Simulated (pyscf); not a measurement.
Elementary routes open to H₃Si–AsH₂ + H• in the gas phase (doublet surface):
A. AsH₂• + SiH₄ (As–Si broken; H–Si formed)
B. •H₂Si–AsH₂ + H₂ (H–Si broken; H–H formed)

Single points on ωB97X-D3(BJ)/def2-SVP structures (PySCF, gas phase).

**Question.** Rank the routes by free-energy barrier at 600 K, lowest first, for ωB97M-D3(BJ)/def2-TZVP energies (ideal gas, 1 atm, RRHO with modes under 100 cm⁻¹ raised to 100, one conformer, R ln 2 for chiral ones without a mode under 150 cm⁻¹).

**Answer.** B (15.1 kcal/mol), A (18.3 kcal/mol)

Route B is the fastest of these, ahead of the next by 3.2 kcal/mol. The most stable products are those of A (ΔG = -30.0 kcal/mol), whose barrier is 3.2 kcal/mol higher: the kinetic and the thermodynamic product differ. At 1200 K B is still the fastest. Only these routes are compared; each barrier is that of the saddle found, and lower ones may exist. Elements up to Kr have no core potential and no relativistic terms here.
